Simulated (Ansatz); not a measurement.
Input file:

```yaml
crystal:
  periodic: [false, false, false]
  atoms:
    - {symbol: Si, position_ang: [0.000000, 0.000000, 0.000000]}
    - {symbol: H, position_ang: [-0.019892, 1.872895, 1.859896]}
    - {symbol: H, position_ang: [-0.028474, -1.859993, 1.872688]}
    - {symbol: H, position_ang: [0.028474, 1.859993, -1.872688]}
    - {symbol: H, position_ang: [0.019892, -1.872895, -1.859896]}
basis:
  gaussian: {orbitals: 6-31G}
magnetization: {spin_polarized: true, initial_magnetization: 2}
correlation: {method: ccsdtq, electrons: outside_noble_gas}
```

```sh
$ ansatz run in.yaml --threads 1 --pin off --events-out ev --progress --plain --max-ram 2393MiB
```

The program prints:

```
451 factors; integrals over basis functions are off by at most 6.0e-8 eV
mean field evaluation 1: about -7909.7382 eV, gradient 9.2e0 eV
mean field evaluation 2: about -7909.7391 eV, gradient 9.2e0 eV
mean field evaluation 4: about -7913.1343 eV, gradient 4.9e0 eV
mean field evaluation 8: about -7914.3241 eV, gradient 2.5e-4 eV
mean field evaluation 16: about -7913.0184 eV, gradient 4.6e0 eV
mean field evaluation 32: about -7914.0267 eV, gradient 2.4e-2 eV
mean field evaluation 64: about -7914.3175 eV, gradient 1.4e-1 eV
mean field evaluation 96: about -7913.4071 eV, gradient 5.2e-1 eV
mean field evaluation 128: about -7913.8619 eV, gradient 2.1e-2 eV
mean field evaluation 160: about -7913.1730 eV, gradient 1.7e-1 eV
...
cycle  40  -1.74872679 eV  change    4.2e-7 eV  update   1.7e-6
cycle  41  -1.74872613 eV  change    6.5e-7 eV  update   1.8e-6
cycle  42  -1.74872609 eV  change    4.7e-8 eV  update   1.8e-6
cycle  43  -1.74872605 eV  change    3.6e-8 eV  update   1.8e-6
cycle  44  -1.74872546 eV  change    5.9e-7 eV  update   1.7e-6
cycle  45  -1.74872439 eV  change    1.1e-6 eV  update   1.5e-6
cycle  46  -1.74872422 eV  change    1.7e-7 eV  update   1.3e-6
cycle  47  -1.74872469 eV  change   -4.7e-7 eV  update   1.1e-6
cycle  48  -1.74872550 eV  change   -8.0e-7 eV  update   7.2e-7
cycle  49  -1.74872594 eV  change   -4.5e-7 eV  update   4.5e-7
Total energy: -7916.06768784 eV, -290.9101218248 hartree
```

For the same geometry and basis full CI lies 1.3 meV lower.

Ran on 1 thread of Arm Neoverse V1, shared host: 37 s wall, 0.22 GiB peak host memory.
